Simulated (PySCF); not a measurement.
## Solvent effects on NMR parameters

Geometry:
```tsv
atom	x (Å)	y (Å)	z (Å)
C1	2.314	0.054	0.139
O2	1.100	-0.563	0.523
C3	0.000	0.004	0.042
O4	-0.039	0.970	-0.675
O5	-1.052	-0.676	0.482
C6	-2.309	-0.189	0.052
H7	2.370	1.085	0.520
H8	3.116	-0.551	0.577
H9	2.415	0.082	-0.956
H10	-3.059	-0.876	0.460
H11	-2.370	-0.170	-1.047
H12	-2.486	0.830	0.428
```

GIAO PBE0/pcSseg-1 in PySCF 2.14.0 with density-fitted response routines on one PBE0-D3(BJ)/def2-SVP conformer, non-relativistic, equivalent nuclei averaged. Solvents enter as an IEF-PCM continuum (cyclohexane with ε = 2.0, chloroform with ε = 4.7) around the gas-phase geometry. Shifts are referred to TMS computed in the same medium.

Gas phase, δ in ppm: C3 162.0, C1/C6 54.2, H7/H8/H9/H10/H11/H12 3.62. Dipole moment 0.34 D.

(1) How does each δ change in the continuum?

(2) Which nuclei move most (in ppm), and what does the model miss?

## Answers

(1) 
| atoms | environment | Δδ, cyclohexane | Δδ, chloroform |
| --- | --- | --- | --- |
| C3 | carbonate carbon | +0.9 | +1.6 |
| C1/C6 | methyl carbon bonded to O | +0.5 | +1.0 |
| H7/H8/H9/H10/H11/H12 | hydrogen on a methyl carbon bonded to O | +0.07 | +0.12 |

Changes are relative to the gas phase. The dipole moment becomes 0.39 D in cyclohexane, 0.43 D in chloroform.

(2) C3 (carbonate carbon, +1.6 ppm) in chloroform. A continuum only polarises the solute; specific hydrogen bonds, the anisotropy of aromatic solvents and changes of geometry or conformer are outside it.

Measured shifts for comparison: H7/H8/H9/H10/H11/H12: 3.69 (THF-d8), 3.75 (CD2Cl2), 3.79 (CDCl3), 3.31 (toluene-d8), 3.30 (C6D6); C3: 156.9 (THF-d8), 156.7 (CD2Cl2), 156.4 (CDCl3), 156.6 (toluene-d8), 156.7 (C6D6); C1/C6: 54.6 (THF-d8), 55.1 (CD2Cl2), 54.9 (CDCl3), 54.1 (toluene-d8), 54.3 (C6D6). Source: Fulmer et al., Organometallics 2010, 29, 2176.
